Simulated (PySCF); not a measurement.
# C₄H₁₂N₂: magnetic properties

What do calculations give for the magnetic properties of C₄H₁₂N₂ (`CCNN(C)C`)?

Computed with PySCF 2.14.0 and routines of our own; the level stands in each step. Atoms count from 0.

## (1) The system as given

18 atoms, charge 0, multiplicity 1; geometry from: GFN2-xTB.

## (2) Relaxing the molecule at PBE0-D3(BJ)/def2-SVP

The job: settings as JSON, then the geometry in Å.

```
{"job": {"xc": "PBE0", "basis": "def2-SVP", "d3": "d3bj", "grid": 1, "kind": "geom"}, "charge": 0, "multiplicity": 1}
C      2.610554    -0.261001     0.521535
C      1.381966     0.453391    -0.025606
N      0.222852    -0.406294     0.107698
N     -0.910789     0.077945    -0.583209
C     -1.676004     1.054394     0.169573
C     -1.730484    -1.043154    -0.996702
H      3.498510     0.345930     0.365588
H      2.739431    -1.214825     0.017511
H      2.500187    -0.446998     1.588295
H      1.265857     1.424602     0.486436
H      1.501917     0.648738    -1.093886
H      0.018401    -0.585746     1.096246
H     -2.489632     1.421276    -0.452867
H     -1.033123     1.894996     0.427707
H     -2.100958     0.633172     1.096393
H     -1.095958    -1.748848    -1.527025
H     -2.204134    -1.559607    -0.147881
H     -2.507351    -0.681655    -1.668128
```

The run is started by

```console
$ OMP_NUM_THREADS=1 python excited_run.py task.json out
```

One launch serves the whole session: the jobs run in the order shown.

Standard output:

```text
step   0  E = -268.59907442  max force = 0.011505
step   1  E = -268.60084398  max force = 0.002972
step   2  E = -268.60092302  max force = 0.000608
step   3  E = -268.60095380  max force = 0.000643
step   4  E = -268.60097686  max force = 0.000695
step   5  E = -268.60098306  max force = 0.000287
optimisation converged
```

It took 27 s on 1 thread of Intel Xeon 6975P-C, shared host; peak memory 0.66 GiB.

Along the way:

```tsv
step	energy from step 0 (eV)	largest force component (eV/Å)
0	0.0000	0.5916
1	-0.0482	0.1528
2	-0.0503	0.0313
3	-0.0511	0.0331
4	-0.0518	0.0357
5	-0.0519	0.0148
```

Close pairs (by a distance rule), those that changed most:

```tsv
bond	before (Å)	after (Å)	change (Å)
N2–N3	1.413	1.396	-0.017
C0–H8	1.088	1.103	+0.014
C0–H7	1.086	1.100	+0.014
C0–H6	1.087	1.100	+0.013
C5–H16	1.101	1.114	+0.013
C5–H17	1.089	1.101	+0.013
C4–H12	1.088	1.101	+0.012
C4–H14	1.103	1.115	+0.012
```

The final coordinates are the input of the step that follows.

```tsv
at the end point	value
point group (found at 0.08 Å tolerance)	C1
rotational constants (GHz, main isotopes)	7.341, 1.903, 1.654
dipole moment (D)	1.12
```

## (3) Magnetic properties: GIAO KT3/pcSseg-1

The job: settings as JSON, then the geometry in Å.

```
{"job": {"kind": "mag", "xc": "KT3", "basis": "pcSseg-1", "isotopologues": 2}, "charge": 0, "multiplicity": 1}
C      2.530131    -0.215186     0.739102
C      1.315821     0.420061     0.090871
N      0.155988    -0.427276     0.258118
N     -1.000688     0.079040    -0.338253
C     -1.706296     1.030739     0.484394
C     -1.839778    -0.992382    -0.810905
H      3.426983     0.402567     0.585751
H      2.714423    -1.215271     0.319629
H      2.389893    -0.326971     1.827078
H      1.173272     1.444215     0.501072
H      1.476326     0.543215    -0.991812
H     -0.000092    -0.634121     1.252108
H     -2.555244     1.458651    -0.069985
H     -1.039036     1.860439     0.762039
H     -2.105563     0.577536     1.422044
H     -1.249174    -1.652570    -1.459706
H     -2.265778    -1.609307     0.012592
H     -2.679872    -0.580805    -1.391704
```

Method: GIAO KT3/pcSseg-1 magnetisability, rotational g tensor and spin-rotation constants, non-relativistic, gas phase.

Standard output:

```text
coarse grid: 13912 points
cycle   1  E = -273.2014907780  dE =  3.341e-01  |g| = 5.172e-01  |ddm| = 3.528e+00
cycle   2  E = -273.1215012031  dE =  7.999e-02  |g| = 7.471e-01  |ddm| = 1.630e+00
cycle   3  E = -273.2786570770  dE = -1.572e-01  |g| = 9.399e-02  |ddm| = 1.059e+00
cycle   4  E = -273.2802738001  dE = -1.617e-03  |g| = 4.096e-02  |ddm| = 1.265e-01
cycle   5  E = -273.2806287455  dE = -3.549e-04  |g| = 5.823e-03  |ddm| = 4.270e-02
cycle   6  E = -273.2806350268  dE = -6.281e-06  |g| = 2.557e-03  |ddm| = 8.565e-03
final grid: 131280 points
cycle   7  E = -273.2579278086  dE = -2.165e-04  |g| = 7.757e-03  |ddm| = 4.489e-02
cycle   8  E = -273.2578986944  dE =  2.911e-05  |g| = 1.348e-02  |ddm| = 2.203e-02
cycle   9  E = -273.2579405728  dE = -4.188e-05  |g| = 1.039e-03  |ddm| = 1.577e-02
cycle  10  E = -273.2579407556  dE = -1.828e-07  |g| = 4.472e-04  |ddm| = 1.082e-03
cycle  11  E = -273.2579408024  dE = -4.671e-08  |g| = 6.992e-05  |ddm| = 3.840e-04
cycle  12  E = -273.2579408033  dE = -9.776e-10  |g| = 2.394e-05  |ddm| = 9.539e-05
converged SCF energy = -273.2579408033

Magnetisability tensor (1e-30 J/T^2)
    -1126.82        2.18      -32.18
        2.18    -1113.20      -30.94
      -32.18      -30.94    -1077.43
isotropic -1105.82   principal values   -1148.12  -1120.82  -1048.52
isotropic susceptibility -66.594 1e-6 cm^3/mol

Inertial axes            a          b          c
rot. const./GHz      7.3412     1.9032     1.6536
chi total           -68.524    -67.939    -63.318
chi diamagnetic    -274.612   -769.154   -873.206
chi paramagnetic    206.088    701.215    809.888
quadrupole/D A        2.554     -1.113     -1.441
g nuclear            0.7018     0.6260     0.6249
g electronic        -0.7108    -0.6270    -0.6292
g total             -0.0090    -0.0009    -0.0042

Spin-rotation constants (kHz, H = +C I.J)
atom  isotope        aa         bb         cc
  2    14N        0.545      0.185      0.136
  3    14N        0.332      0.155      0.123
  6     1H       -0.165     -0.178     -0.117
  7     1H       -0.744      0.052     -0.180
  8     1H       -0.764     -0.184      0.013
  9     1H       -0.682      0.088     -0.164
 10     1H       -0.709     -0.171      0.049
 11     1H       -1.008     -0.231      0.067
 12     1H        0.059     -0.183     -0.131
 13     1H       -0.212     -0.050     -0.165
 14     1H       -0.778     -0.202      0.049
 15     1H       -0.544      0.019     -0.153
 16     1H       -0.750     -0.195      0.060
 17     1H        0.004     -0.180     -0.118
  0    13C*       1.019      0.277      0.245
  1    13C*       1.373      0.396      0.298
  4    13C*       1.589      0.291      0.297
* in the singly substituted isotopologue

Isotopologues: g along a, b, c
2H    at 6,7,8,9,10,11,    -0.0065    -0.0008    -0.0034
13C   at 0                 -0.0090    -0.0009    -0.0041
```

It took 24 s on 1 thread of Intel Xeon 6975P-C, shared host; peak memory 0.58 GiB.

Key values:

```tsv
quantity	value
magnetisability	-1106·10⁻³⁰ J/T²
molar susceptibility	-66.6·10⁻⁶ cm³/mol
rotational g (a, b, c)	-0.0090, -0.0009, -0.0042
```

## (4) Summary of results

```
                                          quantity                      value
                                       point group                         C1
              rotational constants (main isotopes)       7.34, 1.90, 1.65 GHz
       magnetisability (step 3, GIAO KT3/pcSseg-1)           -1106·10⁻³⁰ J/T²
  molar susceptibility (step 3, GIAO KT3/pcSseg-1)         -66.6·10⁻⁶ cm³/mol
rotational g (a, b, c) (step 3, GIAO KT3/pcSseg-1)  -0.0090, -0.0009, -0.0042
```

**Reading.** The optimisation took 5 steps and gained 0.052 eV; among the close pairs (by a distance rule), N2–N3 changed most, from 1.413 to 1.396 Å. Vibrational averaging and real surroundings are missing from these values.
